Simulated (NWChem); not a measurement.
# wB97X/def2-SVP (density fitting) run of C2H2F4 (norflurane)

Wanted: energy and forces of C2H2F4 (norflurane). 

The calculation is run with NWChem 7.3.0.

### Step 1. Starting point

C2H2F4 has 8 atoms, charge 0, and is taken as a singlet. As SMILES, `FCC(F)(F)F`. Geometry: relaxed at PBE0-D4/def2-TZVP.

Bond lengths: F1–C2 1.364 Å, C2–C3 1.514 Å, C3–F4 1.332 Å, C3–F5 1.339 Å, C3–F6 1.332 Å, C2–H7 1.092 Å, C2–H8 1.092 Å. Some angles: F1–C2–C3 109.8°, C2–C3–F4 111.9°, C2–C3–F5 108.9°, C2–C3–F6 111.9°, F4–C3–F5 108.1°, F4–C3–F6 107.9°, F5–C3–F6 108.1°, F1–C2–H7 109.7°, F1–C2–H8 109.7°, C3–C2–H7 108.6°.

### Step 2. Energy and forces at wB97X/def2-SVP (density fitting)

nw.xyz

```xyz
8
C2H2F4 wB97X
F     -0.224600    -1.506500     0.915200
C     -0.211200    -0.737800    -0.211700
C      0.211200     0.674300     0.135500
F      1.434400     0.711300     0.662400
F      0.217100     1.411800    -0.982100
F     -0.624600     1.243600     1.002900
H      0.502000    -1.148600    -0.930100
H     -1.212300    -0.705100    -0.647900
```

nw.nw

```
start nw
title "C2H2F4 wB97X"
memory stack 880 mb heap 220 mb global 1100 mb
charge 0

geometry noautosym nocenter noautoz
   load nw.xyz
end

basis spherical bse
   F library def2-SVP
   C library def2-SVP
   H library def2-SVP
end

basis "cd basis" spherical
   F library "dgauss a2 dft coulomb fitting"
   C library "dgauss a2 dft coulomb fitting"
   H library "dgauss a2 dft coulomb fitting"
end

dft
   xc wb97x
   mult 1
   grid fine
   convergence energy 1e-08
   maxiter 100
   mulliken
   print low
end

task dft gradient
```

Run with:

```
$ nwchem nw.nw > nw.out
```

What it wrote:

```text
[...]
 d= 0,ls=0.0,diis     1   -476.1359666712 -7.49D+02  1.46D-02  1.77D+00     6.0
[...]
 d= 0,ls=0.0,diis    10   -476.3256824318 -1.38D-09  4.26D-07  9.04D-10    52.9
         Total DFT energy =     -476.325682431793
      One electron energy =    -1203.046997598845
           Coulomb energy =      507.054800389227
    Exchange-Corr. energy =      -53.373465986235
 Nuclear repulsion energy =      273.039980764060
[...]
      Total Density - Mulliken Population Analysis
     ---------------------------------------------
    Atom       Charge   Shell Charges
 -----------   ------   -------------------------------------------------------
    1 F    9     9.25   1.99  1.13  0.79  3.35  1.99  0.01
    2 C    6     5.77   1.99  0.92  0.12  2.06  0.61  0.07
    3 C    6     5.59   1.99  0.94  0.07  1.89  0.51  0.19
    4 F    9     9.16   1.99  1.14  0.75  3.35  1.92  0.01
    5 F    9     9.17   1.99  1.14  0.76  3.35  1.93  0.01
    6 F    9     9.16   1.99  1.14  0.75  3.35  1.92  0.01
    7 H    1     0.94   0.75  0.17  0.02
    8 H    1     0.94   0.75  0.17  0.02
[...]
                         DFT ENERGY GRADIENTS
    atom               coordinates                        gradient
                 x          y          z           x          y          z
   1 F      -0.424432  -2.846872   1.729477   -0.000295  -0.001107  -0.000004
   2 C      -0.399110  -1.394240  -0.400055   -0.002074  -0.002044  -0.009575
   3 C       0.399110   1.274242   0.256058   -0.000036  -0.000285   0.000503
   4 F       2.710623   1.344162   1.251754    0.000177   0.000987   0.000248
   5 F       0.410260   2.667915  -1.855900    0.000133   0.000550  -0.000081
   6 F      -1.180323   2.350063   1.895206    0.000419   0.000925   0.000207
   7 H       0.948642  -2.170539  -1.757634   -0.004016   0.001741   0.005152
   8 H      -2.290915  -1.332446  -1.224353    0.005693  -0.000767   0.003551
 Task  times  cpu:       69.6s     wall:       69.6s
 Total times  cpu:       69.7s     wall:       69.7s
```

Run time: 71 s. Hardware: 1 thread of AMD EPYC 7R43 (Zen 3), shared host; peak memory 0.11 GiB.

### Step 3. What came out

At wB97X/def2-SVP (density fitting):

```
                quantity          value
            total energy  -476.32568 Eh
largest force on an atom     0.515 eV/Å
```

The largest force is 0.51 eV/Å: the shape isn't a stationary point for this species at this level.
